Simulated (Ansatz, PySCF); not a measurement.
hydrogen cyanide (CHN), SMILES C#N.

Coordinates come from a ωB97X-D3(BJ)/def2-TZVPD optimisation.

Vertical ionisation energy (IE) and electron affinity (EA) in eV. Rows of orbital energies are one-electron estimates. Where ΔSCF, EOM or ADC give a negative EA the extra electron is unbound and the value depends on the basis.

| level | IE | EA |
|---|---|---|
| −ε(HOMO), −ε(LUMO), HF/def2-TZVPD (PySCF) | 13.58 | -1.69 |
| −ε(HOMO), −ε(LUMO), ωB97X/def2-TZVPD (PySCF) | 12.99 | -2.00 |
| −ε(HOMO), −ε(LUMO), PBE/def2-TZVPD (PySCF) | 9.06 | 0.97 |
| EOM-CCSD/aug-cc-pVDZ (PySCF) | 13.74 | -0.66 |
| ADC(3)/aug-cc-pVDZ (PySCF) | 13.53 | -0.70 |
| ΔSCF, CAM-B3LYP/def2-TZVPD (Ansatz), final states of multiplicity 2 and 2 | 13.73 | -1.36 |
| ΔSCF, PBE/def2-TZVPD (Ansatz), final states of multiplicity 2 and 2 | 13.77 | -1.24 |

What vertical singlet–triplet gap does ΔSCF give with CAM-B3LYP/def2-TZVPD (Ansatz, a quantum-chemistry and plane-wave program) and with PBE/def2-TZVPD (Ansatz)? (The exact figures need the calculation; the answer reports its results.)

6.65 and 6.80 eV (triplet above singlet where positive).

Computed lowest 1s main lines (those of the lightest heavy element) from CVS-ADC(2)-x/aug-cc-pVDZ (PySCF, non-relativistic), with pole strengths:
294.7 eV (1.52).

Beyond the first one, list the lowest photoelectron lines from PySCF with ADC(3)/aug-cc-pVDZ with their pole strengths (two spins summed). (Estimate from the structure and the level; the computed values follow.)

14.08 eV (1.77), 20.29 eV (1.70).
